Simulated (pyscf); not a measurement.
•H₂C–CH₂–SiH₃ → H₃C–CH•–SiH₃, a hydrogen shift (doublet surface; C–H broken, C–H formed). Optimised with ωB97X-D3(BJ)/def2-SVP in PySCF. MP2 and CC: frozen core, UHF for open shells. ΔMP2 is the change of the MP2 total energy from the triple- to the quadruple-zeta basis. Energies in kcal/mol from the reactant's lowest minimum found.

Small-basis levels: PySCF, no dispersion term, spherical d functions. Open shells are spin-unrestricted. 

### Question
In single points B3LYP/LANL2DZ puts the saddle at 42.6 kcal/mol and the reaction energy at -2.7 kcal/mol. Should these be trusted to within a few kcal/mol? Compare with CCSD(T)/def2-TZVPP + ΔMP2(QZVPP).

### Answer
CCSD(T)/def2-TZVPP + ΔMP2(QZVPP) gives ΔE‡ = 38.8 kcal/mol and ΔE = -2.2 kcal/mol. B3LYP/LANL2DZ lies 3.8 kcal/mol over it in the barrier and 0.6 kcal/mol under it in the reaction energy, so on this step it does not hold to within 3.0 kcal/mol. CCSD(T)/def2-TZVPP + ΔMP2(QZVPP) has limits of its own. The same reactants have a lower exit, to SiH₃• + H₂C=CH₂ (barrier +24.5 kcal/mol at ωB97M-D3(BJ)/def2-TZVP, against +38.1 kcal/mol here). •H₂C–CH₂–SiH₃ lies 20.0 kcal/mol over its isomer H₃C–SiH•–CH₃ (electronic energy, ωB97M-D3(BJ)/def2-TZVP). H₃C–CH•–SiH₃ lies 17.7 kcal/mol over its isomer H₃C–SiH•–CH₃ (electronic energy, ωB97M-D3(BJ)/def2-TZVP). This is the saddle that the search found; another between the same sides may lie lower. The CCSD(T) − MP2 part came from Ansatz, without density fitting, on the same reference.
